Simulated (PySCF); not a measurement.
Molecule: SMILES O=NOO, HNO3.

Atoms are numbered as in `[O:1]=[N:2][O:3][OH:4]`. Each H is labelled by its parent atom.

Spin–spin couplings on one PBE0-D3(BJ)/def2-SVP geometry, PySCF 2.14.0 with density-fitted response routines, gas phase, non-relativistic, equivalent pairs averaged; isotopes ¹⁷O, ¹⁵N, ¹H; basis pcJ-1.

Question: How do the couplings (Hz) change with the functional? Times are CPU seconds on shared hosts with different chips, so compare them loosely.

Answer: 
| functional | functions | ¹J(O1,N2) | ¹J(N2,O3) | ¹J(O4,H(O4)) | ¹J(O3,O4) | ²J(O1,O3) | ²J(O3,H(O4)) | ³J(O1,O4) | core-s |
| --- | --- | --- | --- | --- | --- | --- | --- | --- | --- |
| LDA | 118 | -53.4 | -46.0 | -36.5 | -13.2 | -26.4 | -3.6 | -3.0 | 4 |
| PBE | 118 | -51.8 | -46.6 | -35.2 | -13.8 | -23.8 | -3.6 | -2.7 | 5.9 |
| KT2 | 118 | -51.2 | -43.3 | -29.7 | -8.4 | -22.6 | -4.2 | -2.7 | 6.3 |
| B3LYP | 118 | -52.2 | -49.5 | -47.9 | -13.5 | -23.0 | -3.6 | -2.3 | 4 |
| PBE0 | 118 | -51.9 | -48.6 | -46.0 | -12.4 | -23.6 | -3.5 | -2.3 | 6.4 |
| B97-2 | 118 | -49.8 | -47.4 | -46.9 | -14.1 | -22.3 | -3.4 | -2.1 | 6.3 |
| BHandHLYP | 118 | -49.2 | -51.4 | -63.3 | -10.8 | -20.8 | -3.7 | -1.9 | 7 |
| CAM-B3LYP | 118 | -53.2 | -49.2 | -49.9 | -11.4 | -23.9 | -3.7 | -2.1 | 8.1 | Left out for a near triplet instability: HF/pcJ-1.
